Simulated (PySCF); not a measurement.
B(OH)₂ (doublet). All numbers come from PySCF, UB3LYP, basis B def2-TZVP, O def2-TZVP, H def2-TZVP (no relativity, density fitting).

Harmonic bands of its minimum:

| ω (cm⁻¹) | IR (km/mol) |
| --- | --- |
| 375 | 0.0 |
| 466 | 20.5 |
| 555 | 195 |
| 886 | 214 |
| 965 | 17.5 |
| 1162 | 1.2 |
| 1438 | 384 |
| 3652 | 5.9 |
| 3655 | 1.3 |

Q: The central atom is B. Infer the point group and assign the bands.

A: C2v. The modes span a2 + 4a1 + b1 + 3b2: 375 a2, 466 a1, 555 b1, 886 b2, 965 a1, 1162 a1, 1438 b2, 3652 b2, 3655 a1. The computed geometry has B–O 1.348 Å (×2), O–H 0.971 Å (×2); B–O–H 117.1° (×2), O–B–O 130.0°.

Other isomers or separated fragments may lie lower.
